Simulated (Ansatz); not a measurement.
Trichlorosilane, Cl$_{3}$HSi, relaxed with RKS PBE0-D4/def2-TZVP in Ansatz from a GFN2-xTB geometry. The force threshold is 0.005 eV/Å; the program also tests the step.

The species carries charge 0 and has multiplicity 1.

Start:

```xyz
5

Cl    1.691   -0.069    1.022
Si    0.002   -0.085   -0.069
Cl   -1.587   -0.269    1.149
Cl   -0.142    1.628   -1.112
H     0.036   -1.205   -0.990
```

```tsv
step	energy (eV)	largest force (eV/Å)	largest move (Å)
1	-45452.0921	0.418	0.000
2	-45452.1075	0.093	0.022
3	-45452.1081	0.028	0.007
4	-45452.1081	0.001	0.002
```

End:

```xyz
5

Cl    1.706   -0.068    1.033
Si    0.003   -0.086   -0.071
Cl   -1.601   -0.270    1.160
Cl   -0.143    1.645   -1.120
H     0.036   -1.221   -1.003
```

Hardware: 2 threads of a server CPU on a shared host. Wall time 22 s, peak host memory 0.43 GiB.
